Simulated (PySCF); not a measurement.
# `CC=C=C(F)Cl`, C4H4ClF

Molfile (atoms numbered from 1):
```
C4H4ClF
     RDKit          3D

 10  9  0  0  0  0  0  0  0  0999 V2000
   -1.5644   -0.2556   -0.4526 C   0  0  0  0  0  0  0  0  0  0  0  0
   -0.5009    0.5693    0.1945 C   0  0  0  0  0  0  0  0  0  0  0  0
    0.7452    0.2162    0.3271 C   0  0  0  0  0  0  0  0  0  0  0  0
    1.9899   -0.1264    0.4344 C   0  0  0  0  0  0  0  0  0  0  0  0
    2.4830   -0.7915    1.4792 F   0  0  0  0  0  0  0  0  0  0  0  0
    3.1969    0.2165   -0.7344 Cl  0  0  0  0  0  0  0  0  0  0  0  0
   -1.1686   -1.2014   -0.8198 H   0  0  0  0  0  0  0  0  0  0  0  0
   -2.3694   -0.4611    0.2589 H   0  0  0  0  0  0  0  0  0  0  0  0
   -2.0095    0.2913   -1.2888 H   0  0  0  0  0  0  0  0  0  0  0  0
   -0.8043    1.5412    0.5845 H   0  0  0  0  0  0  0  0  0  0  0  0
  1  2  1  0
  2  3  2  0
  3  4  2  0
  4  5  1  0
  4  6  1  0
  1  7  1  0
  1  8  1  0
  1  9  1  0
  2 10  1  0
M  END
```

Theory: PySCF, TDDFT CAM-B3LYP/def2-TZVPD circular dichroism and optical rotation, one conformer, gas phase. Geometry: PBE0-D3(BJ)/def2-TZVP.

No stereocentre is labelled: unless the shape is locked (an allene, a helicene, a hindered biaryl), the mirror image is equally populated and a measured rotation or CD is zero.

(1) List the lowest 12 singlet excitations with oscillator and rotatory strengths.

## Answers

(1) Rotatory strengths R in 10⁻⁴⁰ esu² cm², velocity form and length form (origin at the centre of mass); f in length form.
```
state  E (eV)  λ (nm)       f  R (velocity)  R (length)                                    main
    1    4.73     262  0.0003          +1.6        +1.6                          HOMO→LUMO 0.95
    2    6.48     191   0.015         -19.6       -19.9      HOMO→LUMO+1 0.65, HOMO−1→LUMO 0.10
    3    6.50     191   0.005         +20.9       +21.0  HOMO−1→LUMO+1 0.39, HOMO−1→LUMO+4 0.21
    4    6.69     185   0.006          -4.1        -4.0      HOMO→LUMO+2 0.51, HOMO−1→LUMO 0.31
    5    6.89     180   0.072         -67.7       -68.2      HOMO→LUMO+8 0.20, HOMO−1→LUMO 0.17
    6    7.26     171   0.758        +162.7      +163.4      HOMO−1→LUMO 0.31, HOMO→LUMO+2 0.19
    7    7.48     166   0.150         -14.0       -14.6  HOMO−1→LUMO+1 0.41, HOMO−1→LUMO+4 0.17
    8    7.57     164   0.044         +30.3       +30.3      HOMO→LUMO+3 0.61, HOMO→LUMO+4 0.11
    9    7.82     158   0.201         -25.8       -25.8                        HOMO−2→LUMO 0.53
   10    7.89     157   0.014          +6.0        +5.9                        HOMO→LUMO+5 0.80
   11    7.95     156   0.075         -58.5       -58.4      HOMO→LUMO+4 0.45, HOMO→LUMO+8 0.18
   12    8.18     152   0.006          +1.2        +1.2                      HOMO−1→LUMO+3 0.73
```

Among the states computed, the strongest CD band (largest |R|) is state 6. The largest dissymmetry factor in size, g = 4R/(D+G), with D and G the electric and magnetic dipole strengths, is +0.045 for state 1 (velocity form, f = 0.0003), among bands with |R| over 0.5. The mirror image has the same energies and oscillator strengths and all R with the opposite sign.
